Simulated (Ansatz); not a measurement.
Ideal-gas functions of `O[SiH2][SiH3]` at 600 K and 1 bar, from an Ansatz frequency run at PBE0-D4/def2-TZVP.

Molar mass 78.22 g/mol, point group C1 (symmetry number 1), electronic degeneracy 1, moments of inertia 32.451, 153.815, 173.582 u Å². Harmonic wavenumbers (cm⁻¹, unscaled): 101, 155, 209, 349, 410, 508, 600, 726, 828, 835, 898, 909, 934, 938, 952, 2185, 2206, 2215, 2225, 2238, 3925.

Use S(trans) = R[1.5 ln M + 2.5 ln T − 1.1517]; rotational temperatures θ = 24.2544 K / I; S(rot) = R[ln(√π/σ · √(T³/θAθBθC)) + 1.5]; for each mode x = 1.438777 ν̃/T, S = R[x/(eˣ − 1) − ln(1 − e⁻ˣ)] and H = RT x/(eˣ − 1); 1 cm⁻¹ = 0.0119627 kJ/mol; R = 8.31446 J/(mol·K).

Task: By hand: the entropy, in J/(mol·K).

Result: Translation 177.8. Rotation: θ = 0.7474, 0.1577, 0.1397 K, giving 114.1. Vibration, mode by mode: 20.12, 16.59, 14.14, 10.03, 8.78, 7.17, 5.97, 4.68, 3.86, 3.80, 3.38, 3.31, 3.16, 3.13, 3.05, 0.28, 0.26, 0.26, 0.25, 0.25, 0.01, in all 112.5. Electronic 0.0. Sum 404.4 J/(mol·K).

Task: By hand: H − E and G − E in kJ/mol, counted from the electronic energy.

Result: Zero-point energy ½ × 24346 × 0.0119627 = 145.6; thermal vibration 35.7; translation, rotation and pV give 4 RT = 20.0. H − E = 201.3 kJ/mol, and G − E = 201.3 − 600 × 404.4/1000 = -41.3 kJ/mol.

Vibration gives 28 % of the entropy, 20.1 J/(mol·K) of it from the mode under 150 cm⁻¹: soft modes count most, and the harmonic formula is weakest for them. The sum counts one conformer and one mirror image; others add a mixing term.
